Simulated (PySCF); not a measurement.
# FH4P: the cost of one run

Programs: PySCF 2.14.0. All values are calculated, for the isolated system unless a continuum is named. Atoms count from 0, parts from 1.

## Step 1: The system as given

6 atoms, charge 0, multiplicity 1; geometry: GFN2-xTB. Parts: 1 = atoms 0–4, `[PH4+]`, charge 1; 2 = atom 5, `[F-]`, charge -1. In the given geometry P0 and F5 of different parts are bonded (1.78 Å), so values for the parts refer to these atom groups.

## Step 2: Optimising the geometry at PBE0-D3(BJ)/def2-TZVPD

What the job is given:

```
{"job": {"xc": "PBE0", "basis": "def2-TZVPD", "d3": "d3bj", "grid": 3, "kind": "geom", "shake": 0.01}, "charge": 0, "multiplicity": 1, "parts": [{"atoms": "0-4", "charge": 1, "multiplicity": 1}, {"atoms": "5-5", "charge": -1, "multiplicity": 1}]}
P      0.077730     0.291872    -0.161411
H      0.415678    -0.211842     1.126178
H     -0.778317    -0.733748    -0.498557
H     -0.462184     1.469370     0.323883
H      1.335637     0.335864    -0.654089
F     -0.389202     0.961162    -1.744618
```

Run with:

```console
$ OMP_NUM_THREADS=1 python cluster_run.py task.json out
```

This one command runs all jobs of the session in turn.

**Question.** How long does this first job take on 1 thread of Arm Neoverse N1, shared host, and how much memory does it need?

About 35 s, with a peak of 0.53 GiB.
